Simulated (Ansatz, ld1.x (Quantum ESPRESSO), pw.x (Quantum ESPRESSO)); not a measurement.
# From atom to crystal: ultrasoft potential for Te (Z = 52)

tellurium, ultrasoft, made with ld1.x (Quantum ESPRESSO) 7.5 (PBEsol, scalar-relativistic). Core [Kr] 4d10, reference 5s2 5p4. Waves: 5s (bound): rcut 1.65, rcutus 2.15 bohr; 5s channel at 2.5 Ry: rcut 1.65, rcutus 2.15 bohr; 5p (bound): rcut 1.75, rcutus 2.40 bohr; 5p channel at 1.05 Ry: rcut 1.75, rcutus 2.40 bohr; 5d channel at -0.1 Ry: rcut 1.58, rcutus 1.68 bohr; 5d channel at 1.45 Ry: rcut 1.58, rcutus 1.68 bohr. Local part: all-electron potential smoothed inside 1.85 bohr (lloc = -1). Core correction: a·sin(br)/r model core inside 1.80 bohr. Augmentation charge: PSQ, inside the norm-conserving radii.

Crystal test: bcc Te in pw.x 7.5, no spin, 12³ k-points, Fermi–Dirac smearing 0.01 Ry, cutoffs 40/480 Ry. The reference is all-electron LAPW (Ansatz 0.2.0) with the same functional, mesh and smearing; V0 and B0 come from Birch–Murnaghan fits to the pressures at five volumes. Errors are pseudo minus all-electron; Δ is the rms difference of the E(V) curves that follow from these fits, minima aligned, over ±6 % about the mean V0. Mesh and smearing are coarse, so the numbers serve the comparison and aren't converged zero-temperature values; the lattice is a test structure that the element need not adopt.

```tsv
V (Å³/atom)	P all-electron (GPa)	P pseudo (GPa)
25.579	3.77	0.63
26.252	1.75	-1.10
26.925	0.01	-2.59
27.598	-1.49	-3.86
28.271	-2.78	-4.95
```

All-electron: a0 = 3.776 Å (V0 = 26.93 Å³/atom), B0 = 64.5 GPa.

Pseudopotential: mean pressure error (GPa): -2.62; a0 (Å): 3.724; a0 error (%): -1.40; B0 error (%): +5.5; Δ (meV/atom): 16.2. This is a poor potential for the solid. Note: ghost state, extra bound levels that the all-electron valence spectrum of the same l lacks: d at -42.5 eV. A true bound ghost makes a file unfit for plane-wave use.

Problem. At the middle volume, how do free energy and pressure move when the wave cutoff is lowered (ecutrho held at 480 Ry)?

Solution.

| cutoff (Ry) | shift of F (meV/atom) | shift of P (GPa) |
| --- | --- | --- |
| 18 | +23.8 | +0.46 |
| 24 | +10.8 | +0.49 |
| 32 | +7.9 | +0.54 |

The run at the middle volume (72 k-points, 7 iterations) took about 10 s on one core of a shared host (Neoverse-V1, 32 threads, 247 GiB, load 14).
